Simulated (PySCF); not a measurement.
PySCF job for H₂Si, SMILES [SiH2] (connectivity only; charge and spin as stated), charge +1, multiplicity 2, PBE-D3(BJ)/def2-TZVPD. The structure is a stationary point at PBE-D3(BJ)/def2-TZVPD. The isomer is the one that the SMILES or the coordinates give; other isomers of the formula were not compared.

```python
import numpy as np
from pyscf import gto, scf, dft
from pyscf.hessian import thermo

mol = gto.M(
    atom='''
    Si    0.00000000    0.00000000   -0.09465775
    H     0.00000000   -1.30065687    0.66260423
    H     0.00000000    1.30065686    0.66260423
    ''',
    basis='def2-TZVPD',
    charge=1,
    spin=1,
    max_memory=1600,
    verbose=3,
)
mf = dft.UKS(mol, xc='pbe').density_fit(auxbasis='def2-universal-jkfit')
mf.disp = 'd3bj'
mf.grids.level = 3
mf.conv_tol = 1e-11
mf.max_cycle = 100
mf.kernel()
fine, coarse = mf.grids, dft.Grids(mol).set(level=1).build(with_non0tab=True)
for _ in range(3):  # follow internal instabilities
    mf.grids = coarse
    mo, _, stable, _ = mf.stability(return_status=True, nroots=4)
    mf.grids = fine
    if stable:
        break
    mf.kernel(mf.make_rdm1(mo, mf.mo_occ))

# [left out here: the lines that compute and print the analytic Hessian (its translational invariance restored by hand, since the grid's response is missing), thermochemistry and intensities]
```

Log of the run:

```

WARN: HOMO -0.202863352437616 >= LUMO -0.20286335243761

converged SCF energy = -290.130491900836  <S^2> = 0.75171795  2S+1 = 2.0017172
<class 'pyscf.df.df_jk.DFUKS'> wavefunction is stable in the internal stability analysis

WARN: DFTD3 does not support analytical Hessian, using finite difference


WARN: Mole.unit (angstrom) is changed to Bohr

Mode                                 0                   1                   2
Irrep
Freq [cm^-1]                      871.2400           2065.0160           2152.9406
Reduced mass [au]                   1.0588              1.0250              1.0600
Force const [Dyne/A]                0.4735              2.5752              2.8948
Char temp [K]                    1253.5204           2971.0982           3097.6022
Normal mode                   x     y     z       x     y     z       x     y     z
       0  Si                -0.00  0.00  0.04    0.00  0.00 -0.02   -0.00 -0.04 -0.00
       1   H                 0.00 -0.36 -0.59    0.00 -0.61  0.34   -0.00  0.59 -0.35
       2   H                 0.00  0.36 -0.59   -0.00  0.61  0.34    0.00  0.59  0.35
temperature 298.1500 [K]
pressure 101325.00 [Pa]
Rotational constants [GHz] 468.53373 148.18396 112.57855
Symmetry number 2
Zero-point energy (ZPE) 0.01159 [Eh]   30440.156 [J/mol]
                           tot       elec      trans        rot        vib
Entropy [J/mol/K]       212.048      5.763    151.206     54.417      0.662
Cv [J/mol/K]             27.271      0.000     12.472     12.472      2.328
Cp [J/mol/K]             35.586      0.000     20.786     12.472      2.328
Internal energy [J/mol]                      3718.434   3718.434  30600.082
Internal energy [Eh]   -290.11600  -290.13049
Enthalpy [J/mol]                             6197.391   3718.434  30600.082
Enthalpy [Eh]          -290.11506
Gibbs free energy [J/mol]                  -38884.803 -12505.896  30402.671
Gibbs free energy [Eh] -290.13914
mode   freq/cm-1   IR/(km/mol)
   1      871.24        27.986
   2     2065.02         4.152
   3     2152.94         2.365
max |gradient| / (hartree/bohr): 1.1889734276231031e-05
APT charges: [0.9365 0.0318 0.0318]
```

The calculation finished and met its thresholds.
